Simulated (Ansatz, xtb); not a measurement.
Two isomers of C3H4N2

We compare I, `N#C/C=C/N`, a singlet, with II, `N#C/C=C\N`, a singlet. Both are isolated molecules in the gas phase, relaxed with PBE-D3(BJ)/def2-SVP; the shapes shown needn't be the lowest conformers.

I (Å):

```tsv
atom	x (Å)	y (Å)	z (Å)
C	-3.4488	-1.8717	-1.1393
C	-2.0617	-1.8269	-1.4297
C	-1.2747	-0.7711	-1.0497
N	-4.6025	-1.9229	-0.9076
N	0.0640	-0.6519	-1.2568
H	-1.6307	-2.6828	-1.9761
H	-1.7332	0.0710	-0.5060
H	0.5442	0.2189	-1.0477
H	0.5690	-1.3399	-1.8137
```

II (Å):

```tsv
atom	x (Å)	y (Å)	z (Å)
C	-2.8783	-2.0972	-1.6957
C	-2.3024	-1.4987	-0.5470
C	-1.1070	-0.8255	-0.6285
N	-3.3038	-2.5721	-2.6874
N	-0.3638	-0.6559	-1.7499
H	-2.8199	-1.5757	0.4184
H	-0.6870	-0.3715	0.2833
H	0.5096	-0.1382	-1.7330
H	-0.6813	-1.0417	-2.6406
```

Energies in hartree; the thermal terms are from PBE-D3(BJ)/def2-SVP harmonic frequencies (ideal gas, rigid rotor, one conformer each, 298.15 K, 1 atm) and include the zero-point energy:

```
                              I           II
E, CCSD(T)/def2-SVP  −225.402579  −225.404668
    E, MP2/def2-SVP  −225.344832  −225.347323
  E, MP2/def2-TZVPP  −225.758388  −225.762183
  zero-point energy     0.065960     0.066072
       H(298 K) − E     0.072756     0.072869
       G(298 K) − E     0.037491     0.036840
```

Q: Correct the CCSD(T) difference for the basis set by the MP2 change, then work out ΔE, ΔE₀, ΔH and ΔG for I → II in kcal/mol (1 Eh = 627.51 kcal/mol) and the equilibrium ratio [II]/[I].

A: 1. Differences II − I: CCSD(T) −0.002089, MP2 in the small set −0.002491, MP2 in the large set −0.003795 Eh.
2. ΔE = −0.002089 + (−0.003795 − (−0.002491)) = −0.003393 Eh = −2.13 kcal/mol.
3. ΔE₀ = ΔE + ΔZPE = −0.003393 + (+0.000112) Eh = −2.06 kcal/mol.
4. ΔH = ΔE + (+0.000113) Eh = −2.06 kcal/mol.
5. ΔG = ΔE + (−0.000651) Eh = −2.54 kcal/mol, so ΔS = (ΔH − ΔG)/T = +6.7 J/(mol K).
6. kT = 0.9442 mEh, so K = [II]/[I] = exp(−ΔG/kT) = exp(+4.28) ≈ 72.

Structure II is favoured at this temperature. An error of 1 kcal/mol in ΔG would change K by a factor of 5.4. GFN2-xTB, HF/STO-3G found them nearly level. Mirror images and further conformers aren't counted.

As drawn, both hold the same kinds of bond in the same numbers.

Other levels gave ΔE = −0.5 (GFN2-xTB); −0.4 (HF/STO-3G, GFN2-xTB geometries); −2.0 (r2SCAN-D4/def2-SVP, GFN2-xTB geometries); −2.0 (PBE-D3(BJ)/def2-SVP); −1.3 (HF/def2-SVP); −1.6 (MP2/def2-SVP); −1.3 (CCSD(T)/def2-SVP) kcal/mol. The correlated steps freeze 5 core orbitals. Programs: Ansatz 0.2.0, xtb 6.7.1.
